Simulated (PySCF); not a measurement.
**Nuclear quadrupole coupling in `F[C@@H]1S[C@@H]1F`**

Compound: C₂H₂F₂S.
Structure used (PBE0-D3(BJ)/def2-SVP), in Å, numbered top down from 1:
```
atom  x, y, z in Å
F1     1.272   -1.131   -0.445
C2     0.352   -0.552    0.340
S3    -1.390   -0.830   -0.034
C4    -0.340    0.624   -0.222
F5     0.023    0.991   -1.459
H6     0.641   -0.586    1.398
H7    -0.582    1.491    0.404
```

Field gradients from the PBE0/pcSseg-1 density (PySCF, non-relativistic), principal values in atomic units, ordered |Vxx| ≤ |Vyy| ≤ |Vzz|:

```tsv
atom	Vxx	Vyy	Vzz
S3	0.9165	1.8556	-2.7721
```

Find the asymmetry η = (Vxx − Vyy)/Vzz and the couplings χ = eQV/h (234.96 MHz × Q in barn × V in au), with Q(33S) = −0.0678 b.

```
atom     environment  nucleus     η  χzz (MHz)  χxx (MHz)  χyy (MHz)
  S3  sulfide sulfur      33S  0.34      44.16     -14.60     -29.56
```

What is Vzz at S3 in SI units (1 au = 9.71736 × 10²¹ V/m²)?

-2.7721 au = -26.937 × 10²¹ V/m².

Isolated species at its PBE0-D3(BJ)/def2-SVP geometry, gas phase. A larger basis could move these couplings by a tenth or more.
